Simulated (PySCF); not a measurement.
Spectrum to structure. Level of theory: PySCF, TDDFT CAM-B3LYP/def2-SVPD, vertical, gas phase, core orbitals frozen in the response. Geometries: PBE0-D3(BJ)/def2-SVP, one conformer each. Relativistic effects are left out although some hold elements past zinc.

```csv
state,E (eV),λ (nm),f
S1,4.70,263.8,0.021
S2,4.79,259.0,0.066
S3,5.54,223.8,0.014
S4,5.88,210.8,0.344
S5,6.14,201.8,0.0022
S6,6.22,199.2,0.010
```

Question: Which candidate is it?
A. `C#CC[Se]C(=C)C=C`
B. `Fc1ccccc1`
C. `COC(=O)c1ccoc1`

Answer: A. Its S1, at 4.70 eV, is the lowest among the candidates; the nearest of the others has S1 at 5.43 eV. S1 is HOMO→LUMO+1 (60%), HOMO→LUMO (24%). Löwdin shares by element: HOMO selenium 49%, carbon 38% or more; LUMO carbon 77% or more (atoms not listed hold the other 23%). At the same level the other candidates give, for their lowest levels:
- `Fc1ccccc1`: 5.43 eV (f 0.012); 6.21 eV (f 0.001); 7.15 eV (f 0.596); 7.19 eV (f 0.584); 7.22 eV (f 0.004); T1 4.10 eV; HOMO -8.49, LUMO 0.49 eV
- `COC(=O)c1ccoc1`: 5.50 eV (f 0.000); 5.65 eV (f 0.081); 6.53 eV (f 0.009); 6.86 eV (f 0.003); 6.98 eV (f 0.611); T1 3.81 eV; HOMO -8.42, LUMO 0.14 eV

Conformer computed: `[CH:1]#[C:2][CH2:3][Se:4][C:5](=[CH2:6])[CH:7]=[CH2:8]`: C2–C3–Se4–C5 -79°, C3–Se4–C5–C6 16°, Se4–C5–C7–C8 6°.
Triplets come from the Tamm–Dancoff approximation.
